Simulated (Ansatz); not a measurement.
[AlFH3]- (AlH₃F⁻). Charge -1, multiplicity 1. Geometry relaxed at PBE0-D4/def2-TZVPD.

```csv
atom,x (Å),y (Å),z (Å)
Al1,0.006,0.029,-0.005
F2,-0.314,-1.634,0.301
H3,-1.341,0.710,-0.655
H4,1.263,0.136,-1.057
H5,0.386,0.759,1.416
```

(1) Estimate the harmonic wavenumbers at RKS PBE0-D4/def2-TZVPD (Ansatz, unscaled). Is this a minimum?

## Answers

(1) 561, 561, 670, 770, 770, 806, 1654, 1654, 1730 cm⁻¹. Yes, no mode is imaginary beyond noise. Zero-point energy 54.9 kJ/mol. It took 12 s on 4 threads of Arm Neoverse V2 on a shared host.
